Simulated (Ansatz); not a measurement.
We consider rock-salt HfC, described by PBE (Ansatz, an electronic-structure program, PAW).

Numerical settings: plane-wave cutoff 520 eV, 16×16×16 k mesh, Fermi–Dirac smearing 0.1 eV, perturbation theory, force constants from a 4×4×4 q mesh, scalar-relativistic PAW data made under PBE.

Computed at the level's own relaxed cell. Harmonic vibrational thermodynamics at fixed volume:

```json
[
 {"T (K)": "0", "S_vib (J/K per mol of atoms)": "0.00", "C_V (J/K per mol of atoms)": "0.00", "F_vib (eV/atom)": "0.0659"},
 {"T (K)": "100", "S_vib (J/K per mol of atoms)": "5.30", "C_V (J/K per mol of atoms)": "8.70", "F_vib (eV/atom)": "0.0641"},
 {"T (K)": "400", "S_vib (J/K per mol of atoms)": "26.19", "C_V (J/K per mol of atoms)": "21.18", "F_vib (eV/atom)": "0.0124"},
 {"T (K)": "600", "S_vib (J/K per mol of atoms)": "35.20", "C_V (J/K per mol of atoms)": "23.10", "F_vib (eV/atom)": "-0.0517"},
 {"T (K)": "700", "S_vib (J/K per mol of atoms)": "38.80", "C_V (J/K per mol of atoms)": "23.56", "F_vib (eV/atom)": "-0.0901"},
 {"T (K)": "800", "S_vib (J/K per mol of atoms)": "41.97", "C_V (J/K per mol of atoms)": "23.87", "F_vib (eV/atom)": "-0.1320"},
 {"T (K)": "900", "S_vib (J/K per mol of atoms)": "44.79", "C_V (J/K per mol of atoms)": "24.09", "F_vib (eV/atom)": "-0.1770"}
]
```

The crystal is taken as a harmonic solid at every temperature: melting, phase changes and thermal expansion are not seen, nor the electrons' share in a metal.
